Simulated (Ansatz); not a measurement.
# AlPH (doublet): B2PLYP, RPA-PBE over a scan of the distance Al1–H3, 6-31G

How well do these functionals follow the top wave-function level for AlPH (doublet) over a scan of the distance Al1–H3?

Program: Ansatz 0.2.0, Gaussian basis. Level of theory: 6-31G, all electrons in the functionals, frozen cores in the correlation of double hybrids and RPA. These are calculated values, not measurements.

To be run: B2PLYP, RPA-PBE, at 1.291 Å; 1.390 Å; 1.581 Å; 1.761 Å; 1.931 Å; 2.181 Å; 2.503 Å; 2.905 Å; 3.438 Å; 4.306 Å; 5.462 Å.

18 further runs of the same task are left out: 1 for a known fault of the program, 15 that didn't finish, 2 set aside as unsound or not needed.

**1. The geometry**

The geometry derives from a PBE0/def2-TZVP stationary point (not a proven minimum). One bond is set to the value named and the two fragments are kept rigid.

3 atoms, charge 0, spin multiplicity 2.

Atoms are counted from 1 here; the program's logs count them from 0.

Bond lengths: Al1–P2 2.144 Å, Al1–H3 1.581 Å. Angles: P2–Al1–H3 180.0°.

Geometry (Å):

```xyz
3
AlHP
Al    0.00000    0.00000    0.18760
P     0.00000    0.00000   -1.95660
H     0.00000    0.00000    1.76900
```

No dispersion term is added.

The geometry shown and the zero of energy belong to the point 1.581 Å. The yardstick, FCI, and other wave-function levels (R restricted, U unrestricted, valence and pair active spaces) come from earlier runs.

**2. B2PLYP, 1.291 Å**

Contents of in.yaml:

```yaml
crystal:
  periodic: [false, false, false]
  atoms:
    - {symbol: Al, position_ang: [0.000000, 0.000000, 0.284400]}
    - {symbol: P, position_ang: [0.000000, 0.000000, -1.859800]}
    - {symbol: H, position_ang: [0.000000, 0.000000, 1.575400]}
basis:
  gaussian: {orbitals: 6-31G}
magnetization: {spin_polarized: true, initial_magnetization: 1}
hamiltonian: {xc: {name: B2PLYP}}
correlation: {electrons: outside_noble_gas}
```

Run with:

```
$ ansatz run in.yaml --threads 1 --pin off --events-out ev --progress --plain --max-ram 2393MiB
```

After this run come: B2PLYP, 1.390 Å; B2PLYP, 1.581 Å; B2PLYP, 1.761 Å; B2PLYP, 1.931 Å; B2PLYP, 2.181 Å; B2PLYP, 2.503 Å; B2PLYP, 2.905 Å; B2PLYP, 3.438 Å; B2PLYP, 4.306 Å; B2PLYP, 5.462 Å; RPA-PBE, 1.291 Å; RPA-PBE, 1.390 Å; RPA-PBE, 1.581 Å; RPA-PBE, 1.761 Å; RPA-PBE, 1.931 Å; RPA-PBE, 2.181 Å; RPA-PBE, 2.503 Å; RPA-PBE, 2.905 Å; RPA-PBE, 3.438 Å; RPA-PBE, 4.306 Å; RPA-PBE, 5.462 Å.

**Question.** What will the summary of the whole plan be? Wanted: span of the FCI curve; largest miss, B2PLYP; largest miss, RPA-PBE.

As calculated:

| quantity | value |
| --- | --- |
| span of the FCI curve | 2.415 eV |
| largest miss, B2PLYP | +0.451 eV (2.905 Å) |
| largest miss, RPA-PBE | +0.196 eV (2.905 Å) |

Of the functionals, RPA-PBE keep the smallest largest miss at the points compared (at most 0.196 eV) and B2PLYP strays most (0.451 eV, at 2.905 Å). B2PLYP, RPA-PBE clearly break the spin symmetry at some points (⟨S²⟩ up to 1.02 above the pure value), so energy there is bought with a mixed spin. Functionals and the yardstick converge differently with the basis, so part of each miss in 6-31G is the basis.
